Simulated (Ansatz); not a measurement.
# SiNH6+: functionals against CCSD(T) at one geometry

Aim: energy, forces and dipole at a structure displaced at random from a GFN2-xTB minimum, from CCSD(T) and from density functionals.

The runs use Ansatz 0.2.0, Gaussian basis; single points in def2-TZVPP.

Correlated methods freeze the cores.

**1. The system as given**

SMILES `[NH3+][SiH3]`, 8 atoms, charge 1, spin multiplicity 1.

Atoms are counted from 1 here; the program's logs count them from 0.

Bond lengths: N1–Si2 1.965 Å, N1–H3 1.119 Å, N1–H4 0.933 Å, N1–H5 1.200 Å, Si2–H6 1.541 Å, Si2–H7 1.540 Å, Si2–H8 1.257 Å. Angles: Si2–N1–H3 105.4°, Si2–N1–H4 100.3°, Si2–N1–H5 113.0°, H3–N1–H4 119.3°, H3–N1–H5 113.1°, H4–N1–H5 105.2°, N1–Si2–H6 101.9°, N1–Si2–H7 100.1°, N1–Si2–H8 112.7°, H6–Si2–H7 105.8°, H6–Si2–H8 118.5°, H7–Si2–H8 115.5°.

Geometry (Å):

```
N    -0.34990   -0.03220   -0.90980
Si    0.33590   -0.14270    0.92860
H     0.35200    0.65370   -1.44840
H    -0.36720   -0.93700   -1.13640
H    -1.49330    0.32700   -0.96280
H     0.46980    1.34520    1.30720
H     1.76900   -0.63630    0.65410
H    -0.36200   -0.88780    1.66200
```

**2. CCSD(T)/def2-TZVPP**

Contents of run/in.yaml:

```yaml
crystal:
  periodic: [false, false, false]
  atoms:
    - {symbol: N, position_ang: [-0.349900, -0.032200, -0.909800]}
    - {symbol: Si, position_ang: [0.335900, -0.142700, 0.928600]}
    - {symbol: H, position_ang: [0.352000, 0.653700, -1.448400]}
    - {symbol: H, position_ang: [-0.367200, -0.937000, -1.136400]}
    - {symbol: H, position_ang: [-1.493300, 0.327000, -0.962800]}
    - {symbol: H, position_ang: [0.469800, 1.345200, 1.307200]}
    - {symbol: H, position_ang: [1.769000, -0.636300, 0.654100]}
    - {symbol: H, position_ang: [-0.362000, -0.887800, 1.662000]}
basis:
  gaussian: {orbitals: def2-TZVPP}
total_charge: 1
correlation: {method: ccsd_t}
output: {forces: true}
```

No record of the launch command was kept for these runs.

**3. PBE0-D4/def2-TZVPP**

run/in.yaml: that of step 2 with these lines changed.

```diff
@@ -14,3 +14,3 @@
 total_charge: 1
-correlation: {method: ccsd_t}
-output: {forces: true}
+hamiltonian: {xc: pbe0, dispersion: d4}
+output: {forces: true, orbitals: {seedname: orbitals}}
```

**4. wB97M-V/def2-TZVPP**

run/in.yaml: that of step 3 with these lines changed.

```diff
@@ -14,3 +14,3 @@
 total_charge: 1
-hamiltonian: {xc: pbe0, dispersion: d4}
-output: {forces: true, orbitals: {seedname: orbitals}}
+hamiltonian: {xc: {name: wB97M-V}}
+output: {forces: true}
```

**5. r2SCAN-D4/def2-TZVPP**

run/in.yaml: that of step 4 with these lines changed.

```diff
@@ -14,3 +14,3 @@
 total_charge: 1
-hamiltonian: {xc: {name: wB97M-V}}
+hamiltonian: {xc: r2scan, dispersion: d4}
 output: {forces: true}
```

**6. PBE-D4/def2-TZVPP**

run/in.yaml: that of step 5 with these lines changed.

```diff
@@ -14,3 +14,3 @@
 total_charge: 1
-hamiltonian: {xc: r2scan, dispersion: d4}
+hamiltonian: {xc: pbe, dispersion: d4}
 output: {forces: true}
```

**7. CAM-B3LYP-D4/def2-TZVPP**

run/in.yaml: that of step 6 with these lines changed.

```diff
@@ -14,3 +14,3 @@
 total_charge: 1
-hamiltonian: {xc: pbe, dispersion: d4}
+hamiltonian: {xc: {name: CAM-B3LYP}, dispersion: d4}
 output: {forces: true}
```

**8. BHLYP-D4/def2-TZVPP**

run/in.yaml: that of step 7 with these lines changed.

```diff
@@ -14,3 +14,3 @@
 total_charge: 1
-hamiltonian: {xc: {name: CAM-B3LYP}, dispersion: d4}
+hamiltonian: {xc: {name: BHLYP}, dispersion: d4}
 output: {forces: true}
```

(Steps that only read results are left out.)

Q: Predict the outcome of this session. Wanted: energy less free atoms, CCSD(T)/def2-TZVPP; RMS force component; RMS force error; HOMO and LUMO, PBE0-D4; T1 diagnostic.

As calculated:

| quantity | value |
| --- | --- |
| energy less free atoms, CCSD(T)/def2-TZVPP | -15.834 eV |
| RMS force component | 3.136 to 3.179 eV/Å over the methods |
| RMS force error | PBE0-D4 0.063, wB97M-V 0.055, r2SCAN-D4 0.044, PBE-D4 0.158, CAM-B3LYP-D4 0.035, BHLYP-D4 0.157 eV/Å |
| HOMO and LUMO, PBE0-D4 | -14.86 and -6.28 eV |
| T1 diagnostic | 0.009 |

Against CCSD(T) the functionals' energies less atoms differ by -0.701 to -0.194 eV, PBE-D4 by -0.494 eV. The reference is not at the basis limit: in triple zeta CCSD(T) underbinds, which counts against methods that bind more; the gaps are no ranking. The forces of CAM-B3LYP-D4 come nearest to CCSD(T), those of PBE-D4 are farthest. Frozen-core CCSD(T) forces in triple zeta carry basis errors of their own, and this is one geometry, so small gaps rank nothing.
